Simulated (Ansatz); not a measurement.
Species: C2H6N, net charge 0, doublet state. It need not be the lowest isomer of its formula. 
Geometry from a B3LYP-D3(BJ)/def2-TZVP (Ansatz, an electronic-structure program) optimisation:
```xyz
9

C      1.2071    -0.4389    -0.0026
C      0.1180     0.5714     0.0048
N     -1.2414    -0.0269    -0.0013
H      1.5358    -0.9018     0.9194
H      1.5375    -0.8865    -0.9315
H      0.1830     1.2250    -0.8675
H      0.1814     1.2105     0.8879
H     -1.3501    -0.6337     0.8055
H     -1.3486    -0.6202    -0.8182
```
Charge 0, spin multiplicity 2.

Basis-set convergence of Hartree-Fock and CCSD correlation energies (hartree) with Ansatz. Valence correlation only, unless marked. UHF or UKS for open shells. Spin-orbit coupling is left out. No relativistic terms.

```json
[
 {"basis": "cc-pVDZ", "functions": "72", "E(HF)": "-133.62979", "E(corr, CCSD)": "-0.47805"},
 {"basis": "cc-pVTZ", "functions": "174", "E(HF)": "[?]", "E(corr, CCSD)": "[?]"}
]
```

**Question.** Complete the blanks.

**Answer.** 
- cc-pVTZ, E(HF): -133.67052
- cc-pVTZ, E(corr, CCSD): -0.57509
